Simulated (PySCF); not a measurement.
An unknown gives this computed stick spectrum. Computed with TDDFT PBE0/def2-SVPD, vertical, gas phase, core orbitals frozen in the response (PySCF). Geometries: GFN2-xTB, one conformer each.

```tsv
state	λ (nm)	f
S1	287.6	0.0007
S2	208.2	0.0032
S3	199.4	0.015
S4	183.4	0.0010
S5	176.7	0.0070
S6	174.3	0.0003
```

Triplets computed (Tamm–Dancoff): 3.67, 5.38 eV.

Question: Which candidate is it? All have the formula C4H4O.
A. `C#CCC=O`
B. `CC#CC=O`
C. `C#CC(C)=O`
D. `C=C=CC=O`
E. `O=CC1=CC1`

Answer: A. Its S1, at 4.31 eV, is the highest among the candidates; the nearest of the others has S1 at 3.96 eV. S1 is HOMO→LUMO (89%), HOMO-2→LUMO (9%). Löwdin shares by element: HOMO oxygen 45%, carbon 35% or more (atoms not listed hold the other 19%); LUMO carbon 50% or more, oxygen 34%, hydrogen 6% or more. At the same level the other candidates give, for their lowest levels:
- `O=CC1=CC1`: 376 nm (f 0.000); 258 nm (f 0.177); 235 nm (f 0.000); 202 nm (f 0.001); 166 nm (f 0.000); T1 2.74 eV; HOMO -7.75, LUMO -2.45 eV
- `C=C=CC=O`: 342 nm (f 0.000); 251 nm (f 0.000); 217 nm (f 0.153); 201 nm (f 0.000); 199 nm (f 0.282); T1 3.11 eV; HOMO -7.53, LUMO -1.92 eV
- `C#CC(C)=O`: 313 nm (f 0.000); 245 nm (f 0.000); 208 nm (f 0.100); 174 nm (f 0.011); 172 nm (f 0.000); T1 3.37 eV; HOMO -7.96, LUMO -1.85 eV
- `CC#CC=O`: 324 nm (f 0.000); 267 nm (f 0.000); 218 nm (f 0.188); 176 nm (f 0.000); 174 nm (f 0.004); T1 3.20 eV; HOMO -7.87, LUMO -1.85 eV

Shape of the structure used: `[CH:1]#[C:2][CH2:3][CH:4]=[O:5]`: C2–C3–C4–O5 143°.
